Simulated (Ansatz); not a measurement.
# AlLiH (doublet): from Hartree-Fock to the top rungs at scale of all distances = 2.442, cc-pVDZ

One table from this session's results is given with a row withheld; the runs are named, their logs left out.

Computed with Ansatz 0.2.0, Gaussian basis. Level: cc-pVDZ, core rule «outside noble gas», up to 6 orbitals frozen.

The runs, in order: UHF; CCSD(T) on natural orbitals of UHF; CCSD(T) on UHF; BCCD(T) on natural orbitals of UHF; CISD as a restricted active space (open shells left free, so some higher excitations enter); CCSDT(Q) on natural orbitals of UHF; CCSDT(Q) on UHF; CASSCF and MRCISD+Q, 3 electrons in 3 orbitals; CASSCF and NEVPT2, 3 electrons in 3 orbitals; Full CI.

26 further runs of the same task are left out: 16 for a known fault of the program, 8 that didn't finish, 2 set aside as unsound or not needed. Runs told in other sessions of the task aren't counted.

### The geometry

The geometry derives from a PBE0/def2-TZVP stationary point (not a proven minimum). All distances are scaled together.

3 atoms, charge 0, spin multiplicity 2.

Atoms are counted from 1 here; the program's logs count them from 0.

No contacts short enough for the rule that draws bonds.

Set-up of the first run:

Contents of in.yaml:

```yaml
crystal:
  periodic: [false, false, false]
  atoms:
    - {symbol: Al, position_ang: [0.000000, -0.203116, 1.187781]}
    - {symbol: Li, position_ang: [0.000000, 0.433230, -5.219514]}
    - {symbol: H, position_ang: [0.000000, 2.453837, 4.147553]}
basis:
  gaussian: {orbitals: cc-pVDZ}
magnetization: {spin_polarized: true, initial_magnetization: 1}
hamiltonian: {xc: hf}
output: {orbitals: {seedname: orbitals}}
```

The run is started by

```console
> ansatz run in.yaml --threads 1 --pin off --events-out ev --progress --plain --max-ram 2393MiB
```

Steps of the session up to this table: UHF; CCSD(T) on natural orbitals of UHF; CCSD(T) on UHF; BCCD(T) on natural orbitals of UHF; CISD as a restricted active space (open shells left free, so some higher excitations enter); CCSDT(Q) on natural orbitals of UHF; CCSDT(Q) on UHF; CASSCF and MRCISD+Q, 3 electrons in 3 orbitals; CASSCF and NEVPT2, 3 electrons in 3 orbitals; Full CI.

One table of the session follows, with a row left open; its other results are not shown here.

It belongs to the step «Misses and costs». 

```
       method  from FCI (kcal/mol)
          UHF               +32.75
         RMP2               +11.15
         UMP2               +13.20
         CISD               +15.29
        RCCSD                +4.36
        UCCSD                +2.38
     RCCSD(T)                +0.24
     UCCSD(T)                +1.80
      BCCD(T)                +1.77
       RCCSDT                    ?
       UCCSDT                +0.27
    RCCSDT(Q)                 0.00
    UCCSDT(Q)                +0.04
  CASSCF pair               +32.45
  NEVPT2 pair               +10.71
  MRCISD pair                +0.85
MRCISD+Q pair                -1.47
          FCI                    0
```

Estimate the missing values for RCCSDT.

As computed: from FCI (kcal/mol): +0.10. In the column «from FCI (kcal/mol)» it lies between UCCSDT(Q) (+0.04) and RCCSD(T) (+0.24).

Left out of the table: ROHF (another determinant or state than the rows shown).

To keep in mind: The determinant of CCSD(T) (⟨S²⟩ 1.73) is far from a pure spin state, so its energy mixes those of several spin states; high orders of coupled cluster remove much of that, low ones don't. The determinant of CCSDT(Q) (⟨S²⟩ 1.73) is far from a pure spin state, so its energy mixes those of several spin states; high orders of coupled cluster remove much of that, low ones don't. The program flags RCCSD(T), BCCD(T), RCCSDT(Q), UCCSDT(Q) as in doubt, so those rows may rest on another solution. MRCISD+Q pair falls below full CI: the +Q correction isn't variational, and the cores differ from full CI's. Levels on UHF freeze UHF's core orbitals, full CI those of ROHF, so the U rows can settle a little off it for that reason alone. Restricted and unrestricted rows rest on different reference determinants; a gap between their highest levels can come from leftover correlation error, from unlike frozen cores or from another state.
